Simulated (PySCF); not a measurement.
Structure from NMR data

The spectra below were simulated for a compound C$_{2}$H$_{4}$F$_{2}$.

1H NMR (400 MHz, computed): δ 4.61 (m, 4H).

13C{1H} NMR (computed): δ 90.0 (CH2, m).

No solvent model, no relativistic terms, equivalent nuclei averaged, a single conformation. J: B3LYP/pcJ-1; PBE/pcSseg-2 with gauge-including orbitals; geometry from PBE0-D3(BJ)/def2-SVP; PySCF.

References, each an isolated molecule treated in the same way: TMS for 1H (σref 31.18), 13C (σref 179.39).

Q: What is the structure?

A: 
1. The formula gives 0 degrees of unsaturation.
2. 1 carbon signal for 2 carbons: some carbons are equivalent by symmetry or fast rotation.
3. Carbon types of the structure: 2 × CH2, which accounts for all hydrogens.
4. δC 90.0: sp3 CH2 bonded to F; the inductive effect lowers its shielding.
5. δH 4.61: hydrogen on an sp3 CH2 bonded to F; its carbon carries F, an electronegative neighbour.

Structure: 1,2-difluoroethane (FCCF).

Common functionals overestimate the size of one-bond C–F couplings by tens of Hz; these are unscaled. Multiplet labels drop couplings under 1 Hz and merge nearly equal ones. Couplings among chemically equivalent protons are left out too, so labels in AA′BB′ or AA′XX′ sets are apparent multiplicities. Shifts are as computed, not scaled to solution data. Of 1211 compounds with measured shifts, 218 miss one by over three times the rms of a fit or turn the order of signals round; such compounds aren't used in these exercises. Chain 3J(H,H) values assume equally populated staggered rotamers: (2 J gauche + J anti)/3. 3J across rotatable bonds or in flexible rings reflects this conformer alone.
